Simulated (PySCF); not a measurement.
# P₂: energy against distance

Set-up: P aug-cc-pV(D+d)Z; no relativity (PySCF 2.14). Energies in eV from P + P in their ground configurations at the same level. State: ¹Σg⁺ (singlet), closed shell.

Curves on a restricted Hartree–Fock reference rise too fast on stretching and do not dissociate correctly.

| R (Å) | RHF-MP2 | MN15 |
| --- | --- | --- |
| 1.626 | -1.777 | -3.110 |
| 1.702 | -3.039 | -4.181 |
| 1.778 | -3.790 | -4.748 |
| 1.834 | -4.105 | -4.928 |
| 1.891 | -4.260 | -4.948 |
| 1.948 | -4.294 | -4.845 |
| 2.023 | -4.204 | -4.566 |
| 2.118 | -3.953 | -4.065 |
| 2.231 | -3.551 | -3.334 |
| 2.383 | -2.993 | -2.608 |

Put a parabola through the three lowest points of the RHF-MP2 curve and estimate Re, k and ωe (reduced mass 15.49 u; 1 eV/Å² = 0.16022 mdyn/Å; ωe = 1302.8·√(k/μ) cm⁻¹).

Through R = 1.891, 1.948, 2.023 Å the second-order coefficient is 13.6 eV/Å², so Re ≈ 1.941 Å, k ≈ 4.36 mdyn/Å and ωe ≈ 691 cm⁻¹. A polynomial fit of higher order to the unrounded RHF-MP2 energies gives Re = 1.938 Å, k = 4.69 mdyn/Å, ωe = 717 cm⁻¹; anharmonicity and rounding make the difference.

The higher-order fit for each curve: RHF-MP2: Re = 1.938 Å, ωe = 717 cm⁻¹, De = 4.30 eV; MN15: Re = 1.870 Å, ωe = 857 cm⁻¹, De = 4.96 eV.

Correlated steps freeze 10 core orbitals. Correlated levels converge slowly with the basis: in double zeta they bind strong bonds too weakly, by up to about 1 eV, and carry superposition errors of some tenths. ⟨S²⟩ of the unrestricted solution departs from its pure value on part of the curve, where spin states mix. Where the molecule has an RHF reference, its open-shell atoms are computed with UHF.
